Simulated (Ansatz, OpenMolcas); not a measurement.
BH2Cl (SMILES BCl): methods side by side

The species is BH2Cl (4 atoms), meant as a singlet with charge 0. As SMILES, `BCl`. The shape is that of a PBE0-D4/def2-TZVP optimisation.

Each level gives the vertical energy of the triplet above the singlet (eV). The values are calculated.

| level | kind | program | value (eV) | less FCI/STO-3G | CPU time (all runs) |
| --- | --- | --- | --- | --- | --- |
| revPBE/STO-3G | GGA | Ansatz | 5.29 | -0.90 | 1.9 s |
| PBE0/STO-3G | global hybrid | OpenMolcas | 5.56 | -0.63 | 9.5 s |
| r2SCAN0/STO-3G | hybrid meta-GGA | Ansatz | 5.52 | -0.67 | 5.5 s |
| MP2/STO-3G | perturbation theory | Ansatz | 6.36 | +0.17 | 0.23 s |
| MRCI(2,2)/STO-3G | multireference | OpenMolcas | 6.22 | +0.03 | 3.5 s |
| CCSD(T)/STO-3G | coupled cluster or CI | Ansatz | 6.19 | 0.00 | 0.34 s |
| CCSD/STO-3G | coupled cluster or CI | Ansatz | 6.18 | -0.01 | 0.33 s |
| CCSDTQ/STO-3G | coupled cluster or CI | Ansatz | 6.19 | 0.00 | 21 s |
| FCI/STO-3G | exact in the basis | Ansatz | 6.19 | 0.00 | 0.7 s |

FCI/STO-3G is exact within its basis and frozen core, so for wave-function methods in that basis the difference is their error; functionals converge differently with the basis, so for them it is only a difference. The values span 5.29 to 6.36 eV. A triplet this far above the singlet is often a Rydberg-like or dissociative state; sets without diffuse functions put Rydberg states too high. All rows use very small basis sets, so even the best lies far from the true value. CPU times are rough (shared hosts, several kinds of processor): they show what a rung costs within a factor of a few.
